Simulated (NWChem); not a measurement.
# BOF (fluoro(oxo)borane) at 5 levels

Aim: a comparison of 5 runs (revPBE/cc-pVTZ, B3LYP/cc-pVTZ, BLYP/cc-pVTZ, PBE/cc-pVTZ, TPSS/cc-pVTZ) of BOF (fluoro(oxo)borane). 

The results are computed with NWChem 7.3.0.

### 1 The system as given

BOF: 3 atoms, total charge 0, spin state singlet. As SMILES, `O=BF`. The coordinates come from a PBE0-D4/def2-TZVP relaxation.

Bond lengths: O1–B2 1.206 Å, B2–F3 1.282 Å. Angles: O1–B2–F3 180.0°.

### 2 Energy and gradient at revPBE/cc-pVTZ (run 1)

m1.nw

```
start m1
memory 2200 mb

geometry units atomic noautosym nocenter noautoz
  O    1.85778975  -1.06788423   0.90687957
  B    0.03836144  -0.02192082   0.01870829
  F   -1.89615119   1.08999403  -0.92558786
end

basis spherical bse
  * library cc-pVTZ
end

dft
  xc revpbe cpbe96
  mult 1
  grid fine
  convergence energy 1e-08
  iterations 100
  mulliken
  print low
end

task dft gradient
```

On the command line:

```console
$ nwchem m1.nw > m1.out
```

Log:

```text
[...]
 d= 0,ls=0.0,diis     1   -199.8746296493 -2.51D+02  1.47D-02  1.19D+00     1.2
[...]
 d= 0,ls=0.0,diis    11   -200.0158597555 -2.28D-09  8.64D-08  3.86D-10    10.3
         Total DFT energy =     -200.015859755549
      One electron energy =     -377.692586957284
           Coulomb energy =      149.309961594618
    Exchange-Corr. energy =      -23.072184581567
 Nuclear repulsion energy =       51.438950188685
[...]
      Total Density - Mulliken Population Analysis
     ---------------------------------------------
    Atom       Charge   Shell Charges
 -----------   ------   -------------------------------------------------------
    1 O    8     8.16   1.95  0.26  1.01  0.48  1.28  2.03  1.14  0.00  0.02  0.00
    2 B    5     4.71   1.97  0.17  0.55  0.04  0.74  0.73  0.20  0.12  0.14  0.05
    3 F    9     9.13   1.94  0.28  1.05  0.60  1.58  2.38  1.28  0.00  0.01  0.00
[...]
                         DFT ENERGY GRADIENTS
    atom               coordinates                        gradient
                 x          y          z           x          y          z
   1 O       1.857790  -1.067884   0.906880   -0.024278   0.013953  -0.011850
   2 B       0.038361  -0.021921   0.018708    0.009462  -0.005434   0.004618
   3 F      -1.896151   1.089994  -0.925588    0.014815  -0.008519   0.007233
 Task  times  cpu:       18.3s     wall:       18.3s
 Total times  cpu:       18.3s     wall:       18.3s
```

Run time: 19 s. Hardware: 1 thread of Intel Xeon Platinum 8488C (Sapphire Rapids), shared host; peak memory 0.12 GiB.

### 3 Energy and forces at B3LYP/cc-pVTZ (run 2)

bfo.nw

```
start bfo
title "BFO"
memory 2200 mb

geometry noautosym nocenter noautoz
 O     0.983100   -0.565100    0.479900
 B     0.020300   -0.011600    0.009900
 F    -1.003400    0.576800   -0.489800
end

basis "ao basis" spherical bse
 * library cc-pVTZ
end

dft
 xc b3lyp
 mult 1
 grid fine
 convergence energy 1e-08
 maxiter 100
 mulliken
 print medium
end

task dft gradient
```

On the command line:

```console
$ nwchem bfo.nw > bfo.out
```

Log:

```text
[...]
          Wavefunction type:  closed shell.
          No. of atoms     :     3
          No. of electrons :    22
[...]
          Charge           :     0
          Spin multiplicity:     1
[...]
          AO basis - number of functions:    90
[...]
              XC Information
              --------------
                         B3LYP Method XC Potential
                     Hartree-Fock (Exact) Exchange  0.200
                        Slater Exchange Functional  0.800 local
                    Becke 1988 Exchange Functional  0.720 non-local
              Lee-Yang-Parr Correlation Functional  0.810
                  VWN I RPA Correlation Functional  0.190 local
[...]
 d= 0,ls=0.0,diis     1   -199.9559459476 -2.51D+02  1.17D-02  1.16D+00     1.2
[...]
 d= 0,ls=0.0,diis    10   -200.0870096192 -7.08D-11  1.75D-07  2.60D-09     9.5
         Total DFT energy =     -200.087009619219
      One electron energy =     -377.762669042540
           Coulomb energy =      149.393436636838
    Exchange-Corr. energy =      -23.156731069079
 Nuclear repulsion energy =       51.438953855561
[...]
  wavefunction    = closed shell
                         DFT ENERGY GRADIENTS
    atom               coordinates                        gradient
                 x          y          z           x          y          z
   1 O       1.857790  -1.067884   0.906880   -0.003197   0.001834  -0.001559
   2 B       0.038361  -0.021921   0.018708   -0.000097   0.000064  -0.000049
   3 F      -1.896151   1.089994  -0.925588    0.003294  -0.001897   0.001609
[...]
```

Wall time 18 s (1 thread of Intel Xeon Platinum 8488C (Sapphire Rapids), shared host); peak memory 0.12 GiB.

Runs 3 to 4 aren't shown in full; the table further down has their settings and results.

### 4 Energy and forces at TPSS/cc-pVTZ (run 5)

run.py

```python
from ase import Atoms
from ase.calculators.nwchem import NWChem

mol = Atoms(['O', 'B', 'F'], positions=[
    [0.983100, -0.565100, 0.479900],
    [0.020300, -0.011600, 0.009900],
    [-1.003400, 0.576800, -0.489800],
])

calc = NWChem(
    label='bfo',
    theory='dft',
    memory='2200 mb',
    basis='cc-pVTZ',
    basispar='spherical bse',
    dft={'xc': 'xtpss03 ctpss03', 'mult': '1', 'grid': 'fine', 'convergence': 'energy 1e-08', 'iterations': '100', 'mulliken': None},
)
mol.calc = calc

forces = mol.get_forces()
print(f"energy = {mol.get_potential_energy():.6f} eV")
print("forces (eV/A):")
for s, f in zip(mol.symbols, forces):
    print(f"{s:2s} {f[0]:10.5f} {f[1]:10.5f} {f[2]:10.5f}")
print("dipole (e A):", mol.get_dipole_moment().round(4))
```

On the command line:

```console
$ export ASE_NWCHEM_COMMAND="nwchem PREFIX.nwi > PREFIX.nwo"
$ python run.py
```

Log:

```text
energy = -5444.947643 eV
forces (eV/A):
O     0.84517   -0.48568    0.41251
B    -0.35646    0.20456   -0.17391
F    -0.48872    0.28112   -0.23860
dipole (e A): [-0.3389  0.1948 -0.1654]
```

The calculator wrote bfo.nwi:

```
title "bfo"

permanent_dir bfo

scratch_dir bfo

start bfo

geometry units angstrom nocenter noautosym noautoz
  O  9.8309999999999997e-01 -5.6510000000000005e-01 4.7989999999999999e-01
  B  2.0299999999999999e-02 -1.1599999999999999e-02 9.9000000000000008e-03
  F  -1.0034000000000001e+00 5.7679999999999998e-01 -4.8980000000000001e-01
end

memory 2200 mb

basis spherical bse noprint
   * library cc-pVTZ
end

dft
  xc xtpss03 ctpss03
  mult 1
  grid fine
  convergence energy 1e-08
  iterations 100
  mulliken
end

task dft gradient
```

bfo.nwo:

```text
Northwest Computational Chemistry Package (NWChem) 7.3.0
             --------------------------------------------------------

           Job information
           ---------------

    nwchem branch   = 7.3.0
    use scalapack   = T
    input           = bfo.nwi
    prefix          = bfo.
    data base       = bfo/bfo.db
    status          = startup
    nproc           =        1

           Memory information
           ------------------

[... 5 lines left out ...]
    hardfail = no
[... 86 lines left out ...]
  convergence criterion.
[... 38 lines left out ...]
          Spatial weights used:  Erf1
[... 32 lines left out ...]
 1-e energy   =    -376.046911
[... 41 lines left out ...]
           Coulomb energy =      149.390539361748
[... 706 lines left out ...]
          Convergence on density requested:  1.00D-05
[... 24 lines left out ...]
          total energy or number of iterations.
[... 34 lines left out ...]
                 ----------------------------------------
                 |  Time  |  1-e(secs)   |  2-e(secs)   |
                 ----------------------------------------
                 |  CPU   |       0.01   |       7.26   |
                 ----------------------------------------
                 |  WALL  |       0.01   |       7.26   |
                 ----------------------------------------

 Task  times  cpu:       18.4s     wall:       18.4s
 Total times  cpu:       18.4s     wall:       18.4s
```

It took 20 s on 1 thread of Intel Xeon Platinum 8488C (Sapphire Rapids), shared host; peak memory 0.12 GiB.

### 5 The series

```csv
run,level,energy (Eh),largest force (eV/Å),wall time
1,revPBE/cc-pVTZ,-200.015860,1.564,19 s
2,B3LYP/cc-pVTZ,-200.087010,0.212,18 s
3,BLYP/cc-pVTZ,-200.065600,1.255,18 s
4,PBE/cc-pVTZ,-199.871468,1.269,18 s
5,TPSS/cc-pVTZ,-200.098137,1.058,20 s
```

### 6 Outcome

| quantity | value |
| --- | --- |
| run 5: total energy | -200.09814 Eh |
| run 5: dipole moment | 2.04 D |
| run 5: HOMO energy | -8.65 eV |
| run 5: LUMO energy | -0.79 eV |
| run 5: HOMO–LUMO gap | 7.86 eV |
| run 5: largest force on an atom | 1.058 eV/Å |

Over runs 2, 3, 4, 5 the dipole moment (its size) runs from 2.02 D (PBE/cc-pVTZ) to 2.10 D (B3LYP/cc-pVTZ). Over runs 2, 4, 5 the HOMO–LUMO gap runs from 7.58 eV (PBE/cc-pVTZ) to 9.49 eV (B3LYP/cc-pVTZ). Totals of different functionals can't be ranked against each other. All runs together took 92 s, the longest 20 s.
